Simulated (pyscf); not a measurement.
Optimised with ωB97X-D3(BJ)/def2-SVP in PySCF.

Problem. Estimate by transition-state theory the rate constant of H₂N–Si•(Cl)–Cl + H₂ → H₂N–SiH(Cl)–Cl + H• (doublet surface; H–H broken, H–Si formed) at 1200 K, with ωB97M-D3(BJ)/def2-TZVP energies (ideal gas, 1 atm, RRHO with modes under 100 cm⁻¹ raised to 100, one conformer, R ln 2 for rigid chiral ones; no tunnelling).

Solution. The electronic barrier is 15.9 kcal/mol and the thermal terms add +27.0, so ΔG‡ = 42.9 kcal/mol. With k_BT/h = 2.50e+13 s⁻¹ and RT = 2.385 kcal/mol, and a volume of 1.64e-19 cm³ per molecule at 1 atm, k = 6.3e-14 cm³ molecule⁻¹ s⁻¹. Wigner's tunnelling factor for 965i cm⁻¹ would be 1.06. A shift of 1 kcal/mol in the barrier changes k by a factor 1.5. This is the saddle that the search found; another between the same sides may lie lower. The angle at the transferred H is 178°.
